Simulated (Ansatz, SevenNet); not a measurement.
For 1T (CdI2-type) HfS2, the machine-learned potential SevenNet-0 (trained on PBE and PBE+U data) gives:

```
Property                          Value
------------------------------  -------
equilibrium lattice constant a  3.645 Å
lattice parameter c             6.494 Å
```

### Question
What does PBE0-D4 (PAW; Ansatz, an electronic-structure program) give for the same quantities?

### Answer

- lattice constant a: 3.619 Å (decreases by 0.7 %)
- lattice parameter c: 5.854 Å (drops by 9.9 %)

For comparison: lattice constant a 3.635 Å (measured, temperature not stated, not corrected to a static lattice; as tabulated in Björkman (2014), arXiv:1406.2436); lattice parameter c 5.83 Å (measured, temperature not stated, zero-point anharmonic expansion removed (computed with revB86b-DF2); no thermal correction; as tabulated in Björkman (2014), arXiv:1406.2436).

Changes are worked out from the printed values.

Unless a cell is named, each level is at its own relaxed cell (SevenNet-0 24.91, PBE0-D4 22.13 Å³/atom).

Levels without +SOC leave out spin–orbit coupling, which shifts energies and cells of such heavy elements.

Ansatz's density-functional and Hartree–Fock values are scalar-relativistic unless marked +SOC, with PAW data made under PBE.
